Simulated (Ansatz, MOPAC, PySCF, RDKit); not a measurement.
Dimer: CH5N (SMILES CN) (first 7 atoms) with CH5N (SMILES CN); geometry from S66by8 set.
(charge 0, multiplicity 1):
```xyz
14

N     -1.337     0.202    -0.623
H     -0.509    -0.383    -0.673
H     -1.999    -0.188    -1.281
C     -1.897     0.122     0.725
H     -2.791     0.740     0.786
H     -2.161    -0.885     1.062
H     -1.179     0.529     1.434
N      1.508    -0.695    -0.488
H      1.804    -0.421    -1.416
H      2.132    -1.443    -0.213
C      1.668     0.440     0.426
H      1.398     0.125     1.432
H      2.676     0.862     0.463
H      0.976     1.226     0.133
```

Counterpoise-corrected where a basis set is named; no monomer relaxation. Rows marked so take none.

Correlated levels freeze the cores. Rows in 3-21G, 6-31G*, STO-3G carry no dispersion term and start afresh at each structure (6-31G* with six Cartesian d functions). The state that AM1, PM7 reach isn't checked; PM7 holds dispersion and hydrogen-bond terms.

Programs: Ansatz (Gaussian orbitals); MOPAC for AM1, PM7 (differences of heats of formation); PySCF for 3-21G rows, 6-31G* rows, STO-3G rows, the dispersion terms; RDKit for the force fields. 

| level | interaction energy (kcal/mol) |
|---|---|
| MMFF94 | -1.24 |
| AM1 | 1.44 |
| PM7 | -4.35 |
| HF/STO-3G (no counterpoise) | -1.58 |
| HF/6-31G* | -0.18 |
| r2SCAN-D4/def2-TZVPPD | -3.68 |
| B3LYP/3-21G (no counterpoise) | -8.04 |
| M06-2X/6-31G* (no counterpoise) | -6.02 |
| CCSD(T)/aug-cc-pVDZ | [?] |

Fill in the missing entries.


- CCSD(T)/aug-cc-pVDZ, interaction energy (kcal/mol): -2.66

Ansatz is a first-principles code.
